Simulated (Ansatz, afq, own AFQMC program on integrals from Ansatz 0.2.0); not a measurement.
**GeH₄O, singlet: AFQMC among the cluster methods**

```json
{"atom": "Ge", "x (Å)": "0.0000", "y (Å)": "-0.0077", "z (Å)": "0.2554"}
{"atom": "O", "x (Å)": "0.0000", "y (Å)": "0.0877", "z (Å)": "-1.1955"}
{"atom": "H", "x (Å)": "1.2597", "y (Å)": "-0.7562", "z (Å)": "0.7328"}
{"atom": "H", "x (Å)": "0.0000", "y (Å)": "1.4476", "z (Å)": "0.7302"}
{"atom": "H", "x (Å)": "-1.2597", "y (Å)": "-0.7562", "z (Å)": "0.7328"}
{"atom": "H", "x (Å)": "0.0000", "y (Å)": "-0.7714", "z (Å)": "-1.6222"}
```

Connectivity, by distances: GeH3–OH.

Basis 6-31G. Noble-gas cores (and the filled d shells of Ga–Kr and In–Xe) are frozen. Integrals, coupled cluster, full CI and functionals: Ansatz 0.2.0; the random walks run on the same integrals in our own AFQMC program. The CISD trial takes its coefficients from CCSD amplitudes. Released means that phaseless walkers are propagated on without the constraint, phases kept. Free projection: walkers drawn from exp(T), propagated without any constraint. Its projection time is finite, and what remains of the start isn't in its error. Uncertainties: one standard error, sampling alone. No spin–orbit coupling.

Determinant: RHF, the one that the program's search chose, which needn't be the lowest solution. The geometry is a point of a scan.

No full CI on the walks' own integrals is used here. The released AFQMC energy serves as the reference, which it does only where one determinant dominates, the energy is flat over the last release times and near the phaseless one (40 meV or 2 meV an electron, half that with transition metals). On small molecules, where full CI could be run and the noise was under 10 meV, such values lay within 10 meV of it in 19 cases of 20, a flattering rate, since the rule was set on those same cases; what remains of the bias isn't in the error bar.

Cautions: no relativity below Rb; no spin-orbit coupling; inner d shell frozen; the released value is read at 2.40 1/Eh with a noise of 11 meV, more than in the cases checked (meV from the phaseless value at times in 1/Eh: 0 ± 10 at 0.24, -14 ± 8 at 0.51, -2 ± 9 at 0.99, 0 ± 12 at 1.62, -7 ± 11 at 2.40).

```
T1 diagnostic                               : 0.0096
weight of the determinant in the CISD state : 0.920
size of the correlated space                : 14 electrons in 31 orbitals
```

Reference: AFQMC with the constraint released, correlation energy -5.412 ± 0.011 eV.

| level | E − E(reference) (kJ/mol) | share of correlation (%) |
| --- | --- | --- |
| HF | 522.1 ± 1.0 | 0.00 |
| MP2 | 58.8 ± 1.0 | 88.75 |
| CCSD | 9.7 ± 1.0 | 98.15 |
| CCSD(T) | 2.9 ± 1.0 | 99.44 |
| ph-AFQMC/HF | -2.3 ± 7.3 | 100.43 |
| ph-AFQMC/CISD | 0.6 ± 1.4 | 99.88 |
| free AFQMC | -0.4 ± 1.5 | 100.08 |

Free projections are given only where their last times agree within the noise and don't stop above the reference; a slow remainder of the start can still hide under it. A walk keeps the symmetry of its determinant, which the program's search chose and which needn't be the lowest solution, so a lower state of the same spin and another symmetry isn't excluded. Released energies are given only where the last usable release times agree within the noise; a slower fall can still hide under it.
